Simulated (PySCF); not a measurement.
C2H4O

The system: C2H4O, a carbene (divalent C1, bonded to 1 C + 1 O); neutral, singlet. The structure, one conformer, was relaxed in the gas phase by PBE0-D3(BJ)/def2-SVP. Frequencies by PBE0-D3(BJ)/def2-SVP show no clear imaginary mode.

The strong deshielding of the divalent centre rests on a low-lying excitation, and density functionals tend to overstate it.

SMILES: C[C]O

Coordinates in Å:
```
C1      0.492   -0.957    0.064
C2     -0.656   -0.014    0.057
O3      1.624   -0.349   -0.081
H4     -1.341   -0.311   -0.755
H5     -0.384    1.062   -0.059
H6     -1.230   -0.154    0.987
H7      1.533    0.632   -0.170
```

Shieldings: GIAO PBE0/pcSseg-1. Shifts are against computed references at the same level: C TMS (σ 184.4 ppm), H TMS (σ 31.27 ppm). Core levels by delta-SCF with SCAN, pcX-2 on the ionised atom and pcseg-1 elsewhere, spin-free X2C; from the vacuum level, for chosen atoms.

Question: Give the NMR and core-level values of the distinct atoms.

Answer: 
| atoms | bonded to | σ (ppm) | δ (ppm) | core level (eV) |
| --- | --- | --- | --- | --- |
| C1 | 1 C + 1 O | -284.8 | 469.2 | 1s 292.91 |
| C2 | 1 C + 3 H | 124.2 | 60.2 | 1s 291.40 |
| O3 | 1 C + 1 H | -89.6 | - | 1s 540.78 |
| H4 H5 H6 | 1 C | 28.27 | 3.00 | - |
| H7 | 1 O | 20.16 | 11.10 | - |

Values are those of this one static structure, with the three H of a rotating XH3 group averaged; atoms that internal rotation interchanges would show their mean in an NMR spectrum. The mean hides a wide spread in H4 H5 H6 (σ from 27.1 to 30.5 ppm).

The core-hole state of C1 is spin-contaminated (⟨S²⟩ 0.80 against 0.75 for a pure doublet), so that value and differences from it are less sure.

Question: Which of C1, C2 holds its core electrons tightest, and by how much against the loosest?

Answer: C1 (bonded to 1 C + 1 O), by 1.51 eV over C2 (bonded to 1 C + 3 H).
